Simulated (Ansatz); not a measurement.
SnH2⁺, doublet: the ladder up to full CI

Geometry: a point of a bend scan, not a stationary point.

```yaml
atoms:
  - { symbol: Sn, position_ang: [-0.0093, 0.0000, 0.0000] }
  - { symbol: H, position_ang: [0.5474, 0.0000, -1.5590] }
  - { symbol: H, position_ang: [0.5474, 0.0000, 1.5590] }
```

Basis def2-SVP with its core potentials; Ansatz 0.2.0. Correlated methods freeze the noble-gas cores and the filled d shells of p-block atoms, which leaves 5 electrons in 27 orbitals. Prefix R: restricted or restricted open-shell reference; prefix U: unrestricted. Active spaces: pair = (3e, 3o) about the gap; valence = (5e, 6o) chosen from the atoms' valence shells. No spin–orbit coupling is included; scalar relativity enters through the core potentials alone.

Full CI is exact within this basis and frozen core; it isn't the basis-set limit. The frozen core follows each run's orbitals, which can shift R against U totals by a few meV for light atoms and by up to 0.1 eV past Ca.

```
UHF ⟨S²⟩                          : 0.755
T1 diagnostic (RCCSD)             : 0.0180
largest doubles amplitude (RCCSD) : 0.070
```

```tsv
level	E − E(RHF) (eV)
RMP2	-1.5102
RCCSD	-2.0196
RCCSD(T)	-2.0527
```

Problem. Estimate how far full CI in def2-SVP lies from RCCSD(T). The table doesn't fix it; the size of (T) and the diagnostics are the guide.

Solution. Full CI in def2-SVP lies 13 meV below RCCSD(T), which is 38 % of the (T) step (-33 meV). The diagnostics give no warning, yet the rest is a sizeable part of (T).

The other levels:

| level | E − E(full CI) (meV) | share of correlation (%) | wall time |
| --- | --- | --- | --- |
| BCCD(T) | 12 | 99.41 | 1.7 s |
| RCCSDT | 0 | 100.02 | – |
| RCCSDT(Q) | -1 | 100.04 | 5.5 s |
| CASSCF (pair space) | 1622 | 21.44 | – |
| NEVPT2 (pair space) | 501 | 75.72 | 1.9 s |
| MRCISD (pair space) | 50 | 97.58 | – |
| MRCISD+Q (pair space) | -19 | 100.92 | 1.7 s |
| CASSCF (valence space) | 1017 | 50.74 | – |
| NEVPT2 (valence space) | 292 | 85.86 | 1.7 s |
| MRCISD (valence space) | 14 | 99.34 | – |
| MRCISD+Q (valence space) | -9 | 100.46 | 1.8 s |

The correlation energy at full CI, counted from RHF, is -2.065 eV. That run took 3.4 s on 1 thread of AMD EPYC, shared host over 260,076 determinants.

Run but not shown, since their state or frozen core can't be matched to the reference's or they repeat it: UHF, UMP2, UCCSD, UCCSD(T), UCCSDT, UCCSDT(Q).

Times hold each run's SCF and search for its determinant on a shared host, so for small cases they say little of a method's own cost; they ran on 1 thread of AMD EPYC.

More than 5 meV below full CI, which no variational method can be: MRCISD+Q (pair space), MRCISD+Q (valence space).

The full-CI state has the irrep A1 of C2v, in the program's axes.

Natural occupations of full CI about the gap: 1.958 1.942 0.990 0.039 0.019 0.018 0.006 0.006 0.005 0.004; effectively unpaired electrons, Σ n²(2−n)², 1.03.
